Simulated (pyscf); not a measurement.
Thermochemistry of product channels of Cl⁻ + H₃C–F on the singlet surface, in eV, from ωB97M-D3(BJ)/def2-TZVPD energies (ideal gas, 1 atm, RRHO with modes under 100 cm⁻¹ raised to 100, one conformer, R ln 2 for rigid chiral ones). PySCF, gas phase, ωB97X-D3(BJ)/def2-SVPD geometries.

```
products          ΔE  ΔH(298 K)  ΔG(298 K)  ΔG(900 K)
-------------  -----  ---------  ---------  ---------
F–CH⁻–Cl + H₂  +3.29      +2.97      +2.88      +2.62
HCl + H₂C⁻–F       …      +3.36      +3.23      +2.95
H₂C⁻–Cl + HF       …      +2.60      +2.47      +2.17
```

Task: Some entries are withheld; supply them.

Result: 
- HCl + H₂C⁻–F, ΔE: +3.58
- H₂C⁻–Cl + HF, ΔE: +2.77

These are energies of the channels, which say nothing of barriers.
